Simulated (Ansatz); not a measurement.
# AlHCl+ (triplet): the correlation ladder, cc-pVDZ

An exercise on one series of results from a longer session: the logs are not shown, and one member is left open.

The runs use Ansatz 0.2.0, Gaussian basis; cc-pVDZ, core rule «outside noble gas», up to 10 orbitals frozen.

Plan: UHF; CCSD(T) on ROHF; CCSD(T) on UHF; BCCD(T) on ROHF; CISD; CCSDT(Q) on ROHF; CCSDT(Q) on UHF; CCSDTQ on ROHF.

17 further runs of the same task are left out: 11 for a known fault of the program, 1 that didn't finish, 5 set aside as unsound or not needed.

**The system**

The geometry is a PBE0/def2-TZVP stationary point (not a proven minimum) of the parent state, kept for this charge and spin.

3 atoms, charge 1, spin multiplicity 3.

Atoms are counted from 1 here; the program's logs count them from 0.

Bond lengths: Al1–Cl2 2.197 Å, Al1–H3 1.817 Å. Angles: Cl2–Al1–H3 63.0°.

Coordinates:

```xyz
3
charge 1, multiplicity 3
Al    0.0000   -0.0502    1.2399
Cl    0.0000   -0.0068   -0.9563
H     0.0000    1.5845    0.4462
```

Set-up of the first run:

File in.yaml:

```yaml
crystal:
  periodic: [false, false, false]
  atoms:
    - {symbol: Al, position_ang: [0.000000, -0.050236, 1.239922]}
    - {symbol: Cl, position_ang: [0.000000, -0.006816, -0.956330]}
    - {symbol: H, position_ang: [0.000000, 1.584516, 0.446218]}
basis:
  gaussian: {orbitals: cc-pVDZ}
total_charge: 1
magnetization: {spin_polarized: true, initial_magnetization: 2}
hamiltonian: {xc: hf}
output: {orbitals: {seedname: orbitals}}
```

Run with:

```sh
ansatz run in.yaml --threads 1 --pin off --events-out ev --progress --plain --max-ram 4096MiB --backend cpu
```

Steps of the session up to this table: UHF; CCSD(T) on ROHF; CCSD(T) on UHF; BCCD(T) on ROHF; CISD; CCSDT(Q) on ROHF; CCSDT(Q) on UHF; CCSDTQ on ROHF.

One table of the session follows, with a row left open; its other results are not shown here.

```
   method  from RCCSDTQ (meV)
     ROHF             +5426.4
      UHF             +5235.5
     RMP2              +748.6
     UMP2              +761.3
     CISD              +496.7
    RCCSD              +194.9
    UCCSD              +184.6
 RCCSD(T)                   ?
 UCCSD(T)               +37.1
  BCCD(T)               +39.2
   RCCSDT               +13.2
   UCCSDT               +12.1
RCCSDT(Q)                +0.7
UCCSDT(Q)                -1.9
  RCCSDTQ                   0
```

**Question.** Estimate the row for RCCSD(T).

The run gave: from RCCSDTQ (meV): +35.7. In the column «from RCCSDTQ (meV)» it lies between RCCSDT (+13.2) and UCCSD(T) (+37.1).

Limits of these values: Restricted and unrestricted rows rest on different reference determinants; where their highest levels disagree by more than a few hundredths of an eV, they describe different states and don't form one ladder.
